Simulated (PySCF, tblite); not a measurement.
# C₅H₇N: a rotation path, then NMR shifts on frames, part 2 of 2

tblite 0.8.0 and PySCF 2.14.0. Atoms count from 0. The steps go on from the part before.

**5. NMR shieldings: image 4, PBE0/pcSseg-1**

What the job is given:

```
{"job": {"kind": "nmr", "xc": "PBE0", "basis": "pcSseg-1", "pop": false}, "charge": 0, "multiplicity": 1}
C     -1.809300    -1.029500     0.143000
C     -0.793300    -0.185600    -0.034100
C     -1.058500     1.108500    -0.546100
N     -1.271700     2.155600    -0.962200
C      0.647500    -0.514200     0.277400
C      1.597400     0.637000    -0.036400
H     -1.653900    -2.021900     0.531800
H     -2.824500    -0.757200    -0.092500
H      0.930900    -1.401700    -0.295600
H      0.727400    -0.773100     1.337400
H      2.621100     0.372400     0.219000
H      1.562500     0.889500    -1.094400
H      1.320200     1.520700     0.534900
```

Level: GIAO PBE0/pcSseg-1 NMR shielding, non-relativistic, gas phase.

The log of the run:

```text
coarse grid: 10832 points
cycle   1  E = -249.0366745380  dE =  6.886e-01  |g| = 4.455e-01  |ddm| = 3.281e+00
cycle   2  E = -248.9313981832  dE =  1.053e-01  |g| = 8.376e-01  |ddm| = 1.118e+00
cycle   3  E = -249.0818439543  dE = -1.504e-01  |g| = 1.524e-01  |ddm| = 7.510e-01
cycle   4  E = -249.0871777060  dE = -5.334e-03  |g| = 3.378e-02  |ddm| = 1.352e-01
cycle   5  E = -249.0874351013  dE = -2.574e-04  |g| = 8.737e-03  |ddm| = 3.872e-02
cycle   6  E = -249.0874529933  dE = -1.789e-05  |g| = 3.111e-03  |ddm| = 1.063e-02
cycle   7  E = -249.0874551509  dE = -2.158e-06  |g| = 1.035e-03  |ddm| = 3.294e-03
final grid: 104640 points
cycle   8  E = -249.1227876077  dE = -2.988e-05  |g| = 6.873e-03  |ddm| = 3.013e-02
cycle   9  E = -249.1227843880  dE =  3.220e-06  |g| = 7.781e-03  |ddm| = 1.326e-02
cycle  10  E = -249.1227994783  dE = -1.509e-05  |g| = 1.361e-03  |ddm| = 7.186e-03
cycle  11  E = -249.1227999360  dE = -4.577e-07  |g| = 2.524e-04  |ddm| = 1.156e-03
cycle  12  E = -249.1227999498  dE = -1.383e-08  |g| = 1.248e-04  |ddm| = 3.126e-04
cycle  13  E = -249.1227999523  dE = -2.505e-09  |g| = 6.378e-05  |ddm| = 1.282e-04
cycle  14  E = -249.1227999532  dE = -9.020e-10  |g| = 8.287e-06  |ddm| = 4.998e-05
converged SCF energy = -249.1227999532

GIAO shielding tensors (ppm)
atom      isotropic    diamagn.    paramagn.     s11        s22        s33       span
  0 C       46.268     249.715    -203.447    -80.477     59.032    160.249    240.726
  1 C       54.558     260.289    -205.731    -61.832     82.350    143.155    204.987
  2 C       63.684     260.184    -196.500    -55.681    -45.012    291.745    347.426
  3 N      -52.953     341.567    -394.520   -199.867   -187.055    228.064    427.931
  4 C      161.004     245.687     -84.683    152.288    154.921    175.802     23.515
  5 C      172.387     247.853     -75.466    160.609    174.610    181.942     21.334
  6 H       25.651      30.110      -4.458     21.773     25.081     30.101      8.328
  7 H       25.252      28.717      -3.465     21.072     24.682     30.000      8.928
  8 H       29.353      30.269      -0.916     24.522     28.718     34.821     10.299
  9 H       29.347      30.261      -0.913     24.477     28.715     34.850     10.373
 10 H       30.546      28.493       2.054     25.911     27.992     37.736     11.825
 11 H       30.239      30.484      -0.245     26.421     28.516     35.781      9.360
 12 H       30.220      30.564      -0.344     26.335     28.671     35.653      9.318
```

It took 7.5 s on 1 thread of AMD EPYC 9R14, shared host; peak memory 0.67 GiB.

This run: δ C0 140.7, C1 132.4, C2 123.2, C4 25.9, H7 6.47, H6 6.07 ppm.

**6. Nuclear shieldings: image 6, PBE0/pcSseg-1**

What the job is given:

```
{"job": {"kind": "nmr", "xc": "PBE0", "basis": "pcSseg-1", "pop": false}, "charge": 0, "multiplicity": 1}
C     -1.804900    -0.911900     0.360500
C     -0.780900    -0.207100    -0.117200
C     -1.041500     0.961000    -0.876400
N     -1.251100     1.911200    -1.482900
C      0.668900    -0.566600     0.081500
C      1.565000     0.667300     0.150300
H     -1.646500    -1.802600     0.944600
H     -2.827900    -0.625900     0.181500
H      0.983300    -1.197000    -0.756800
H      0.768500    -1.157700     0.994900
H      2.599600     0.381400     0.325700
H      1.516000     1.225700    -0.782300
H      1.247200     1.322700     0.958900
```

Level: GIAO PBE0/pcSseg-1 NMR shielding, non-relativistic, gas phase.

The log of the run:

```text
coarse grid: 10832 points
cycle   1  E = -249.0385649930  dE =  6.884e-01  |g| = 4.447e-01  |ddm| = 3.261e+00
cycle   2  E = -248.9340806821  dE =  1.045e-01  |g| = 8.354e-01  |ddm| = 1.097e+00
cycle   3  E = -249.0835901484  dE = -1.495e-01  |g| = 1.516e-01  |ddm| = 7.376e-01
cycle   4  E = -249.0888696770  dE = -5.280e-03  |g| = 3.387e-02  |ddm| = 1.347e-01
cycle   5  E = -249.0891301333  dE = -2.605e-04  |g| = 8.238e-03  |ddm| = 3.841e-02
cycle   6  E = -249.0891464801  dE = -1.635e-05  |g| = 2.421e-03  |ddm| = 9.841e-03
cycle   7  E = -249.0891476505  dE = -1.170e-06  |g| = 1.061e-03  |ddm| = 2.823e-03
final grid: 104640 points
cycle   8  E = -249.1249553301  dE = -3.003e-05  |g| = 7.008e-03  |ddm| = 2.969e-02
cycle   9  E = -249.1249513851  dE =  3.945e-06  |g| = 8.067e-03  |ddm| = 1.366e-02
cycle  10  E = -249.1249676731  dE = -1.629e-05  |g| = 1.448e-03  |ddm| = 7.550e-03
cycle  11  E = -249.1249681972  dE = -5.241e-07  |g| = 2.376e-04  |ddm| = 1.219e-03
cycle  12  E = -249.1249682111  dE = -1.388e-08  |g| = 8.261e-05  |ddm| = 2.853e-04
cycle  13  E = -249.1249682122  dE = -1.048e-09  |g| = 5.215e-05  |ddm| = 1.014e-04
cycle  14  E = -249.1249682127  dE = -5.644e-10  |g| = 1.099e-05  |ddm| = 4.099e-05
converged SCF energy = -249.1249682127

GIAO shielding tensors (ppm)
atom      isotropic    diamagn.    paramagn.     s11        s22        s33       span
  0 C       47.898     249.731    -201.832    -75.397     61.598    157.495    232.892
  1 C       54.048     260.636    -206.588    -63.458     78.759    146.844    210.302
  2 C       64.024     260.304    -196.280    -55.057    -45.518    292.648    347.705
  3 N      -53.287     341.371    -394.659   -201.804   -187.157    229.099    430.903
  4 C      156.694     245.198     -88.505    146.193    150.960    172.928     26.735
  5 C      172.223     248.129     -75.906    161.486    171.334    183.849     22.363
  6 H       25.652      30.201      -4.549     21.902     25.080     29.974      8.072
  7 H       25.436      28.707      -3.271     21.388     24.731     30.190      8.803
  8 H       29.315      29.676      -0.361     24.931     28.036     34.978     10.047
  9 H       29.470      31.010      -1.539     24.926     29.019     34.466      9.539
 10 H       30.513      28.685       1.828     25.985     27.848     37.706     11.721
 11 H       29.938      30.621      -0.683     25.650     29.065     35.100      9.450
 12 H       30.657      30.456       0.201     27.155     28.423     36.391      9.236
```

Wall time 7.6 s (1 thread of AMD EPYC 9R14, shared host); peak memory 0.67 GiB.

This run: δ C0 139.0, C1 132.9, C2 122.9, C4 30.2, H7 6.28, H6 6.06 ppm.

**7. Nuclear shieldings: image 8, PBE0/pcSseg-1**

What the job is given:

```
{"job": {"kind": "nmr", "xc": "PBE0", "basis": "pcSseg-1", "pop": false}, "charge": 0, "multiplicity": 1}
C     -1.729700    -0.731000     0.541900
C     -0.771300    -0.209600    -0.219900
C     -1.091400     0.773600    -1.189000
N     -1.333100     1.565300    -1.982000
C      0.684800    -0.571900    -0.123600
C      1.511600     0.623000     0.351800
H     -1.507400    -1.481100     1.282500
H     -2.759400    -0.429900     0.446900
H      1.041900    -0.888300    -1.107600
H      0.799200    -1.407000     0.570100
H      2.559000     0.345000     0.440200
H      1.430000     1.448000    -0.352900
H      1.161200     0.964400     1.323800
```

With the program's defaults for keys left out, this is: GIAO PBE0/pcSseg-1 NMR shielding, non-relativistic, gas phase.

The log of the run:

```text
coarse grid: 10832 points
cycle   1  E = -249.0412052368  dE =  6.864e-01  |g| = 4.449e-01  |ddm| = 3.248e+00
cycle   2  E = -248.9358401722  dE =  1.054e-01  |g| = 8.379e-01  |ddm| = 1.089e+00
cycle   3  E = -249.0864212590  dE = -1.506e-01  |g| = 1.493e-01  |ddm| = 7.347e-01
cycle   4  E = -249.0915374503  dE = -5.116e-03  |g| = 3.452e-02  |ddm| = 1.309e-01
cycle   5  E = -249.0918091230  dE = -2.717e-04  |g| = 8.094e-03  |ddm| = 3.824e-02
cycle   6  E = -249.0918254472  dE = -1.632e-05  |g| = 1.456e-03  |ddm| = 9.635e-03
cycle   7  E = -249.0918258044  dE = -3.572e-07  |g| = 7.930e-04  |ddm| = 1.896e-03
final grid: 104640 points
cycle   8  E = -249.1269898228  dE = -2.755e-05  |g| = 6.852e-03  |ddm| = 2.701e-02
cycle   9  E = -249.1269868685  dE =  2.954e-06  |g| = 7.703e-03  |ddm| = 1.263e-02
cycle  10  E = -249.1270017630  dE = -1.489e-05  |g| = 1.241e-03  |ddm| = 6.788e-03
cycle  11  E = -249.1270021392  dE = -3.762e-07  |g| = 2.425e-04  |ddm| = 1.076e-03
cycle  12  E = -249.1270021541  dE = -1.491e-08  |g| = 6.802e-05  |ddm| = 2.821e-04
cycle  13  E = -249.1270021552  dE = -1.059e-09  |g| = 2.597e-05  |ddm| = 8.535e-05
cycle  14  E = -249.1270021553  dE = -1.033e-10  |g| = 1.397e-05  |ddm| = 2.533e-05
converged SCF energy = -249.1270021553

GIAO shielding tensors (ppm)
atom      isotropic    diamagn.    paramagn.     s11        s22        s33       span
  0 C       49.385     250.417    -201.032    -71.066     64.154    155.068    226.133
  1 C       53.093     260.914    -207.822    -67.892     74.138    153.032    220.923
  2 C       63.613     259.954    -196.341    -56.769    -45.912    293.519    350.288
  3 N      -50.416     341.181    -391.597   -198.873   -185.925    233.550    432.423
  4 C      151.659     245.055     -93.395    139.362    144.604    171.010     31.648
  5 C      170.173     247.990     -77.817    157.910    166.916    185.694     27.784
  6 H       25.661      30.576      -4.914     21.934     25.131     29.919      7.985
  7 H       25.615      28.870      -3.255     21.734     24.810     30.300      8.566
  8 H       29.339      29.778      -0.439     25.841     27.804     34.372      8.530
  9 H       29.513      31.260      -1.747     25.360     28.733     34.447      9.088
 10 H       30.461      28.919       1.542     26.253     27.503     37.627     11.374
 11 H       30.046      30.420      -0.373     25.748     29.368     35.024      9.276
 12 H       30.841      30.402       0.439     27.192     28.879     36.453      9.261
```

Run time: 7.7 s. Hardware: 1 thread of AMD EPYC 9R14, shared host; peak memory 0.67 GiB.

Key values: δ C0 137.5, C1 133.8, C2 123.3, C4 35.3, H7 6.10, H6 6.06 ppm.

**8. Side by side: NMR shifts**

Shifts (ppm) of some atoms, chosen among heavy atoms and hydrogens apart, with basis size and wall time:

| frame | C0 | C1 | C4 | C5 | H12 | H11 | N3 | functions | time |
| --- | --- | --- | --- | --- | --- | --- | --- | --- | --- |
| image 0 | 137.6 | 133.8 | 35.2 | 16.8 | 1.66 | 0.90 | 318.0 | 137 | 11 s |
| image 2 | 139.0 | 132.9 | 30.6 | 14.7 | 1.79 | 1.06 | 321.2 | 137 | 7.4 s |
| image 4 | 140.7 | 132.4 | 25.9 | 14.5 | 1.50 | 1.48 | 320.7 | 137 | 7.5 s |
| image 6 | 139.0 | 132.9 | 30.2 | 14.7 | 1.06 | 1.78 | 321.0 | 137 | 7.6 s |
| image 8 | 137.5 | 133.8 | 35.3 | 16.8 | 0.88 | 1.67 | 318.1 | 137 | 7.7 s |

**9. Summary of results**

The summary covers parts 1 to 2.

```
                                                                  quantity                                         value
                                                                   barrier            0.060 eV (1.4 kcal/mol) at image 4
                                                     end to end (GFN2-xTB)                                      0.000 eV
                           13C shifts against TMS (PBE0/pcSseg-1, image 0)           137.6, 133.8, 123.4, 35.2, 16.8 ppm
                            1H shifts against TMS (PBE0/pcSseg-1, image 0)  6.11, 6.05, 2.37, 2.21, 1.66, 1.25, 0.90 ppm
                           15N shifts against NH3 (PBE0/pcSseg-1, image 0)                                     318.0 ppm
potential on the surface of density 0.002 e/bohr³, 1st and 99th percentile                            -1.77 V and 1.23 V
                                                  range of the shift of C4                              25.9 to 35.3 ppm
```

In words: Along the band the dihedral turns by 130°, and the top (dihedral -1°) lies 1.4 kcal/mol above the start (GFN2-xTB, rough), so at room temperature this motion is fast. The top was not checked by a frequency run. Shifts at one fixed geometry are not the observed spectrum, which averages over the motion. In the first frame run (image 0): The largest span, 433 ppm, is at N3, where the paramagnetic term is -391 ppm. By nearest atom (PBE0/pcSseg-1), the HOMO sits on C0 33 %; C1 25 % and the LUMO on C0, C1 about 26 % each; N3 17 %. Across the 5 runs the shift of C4 moves most, between 25.9 (image 4) and 35.3 ppm (image 8).
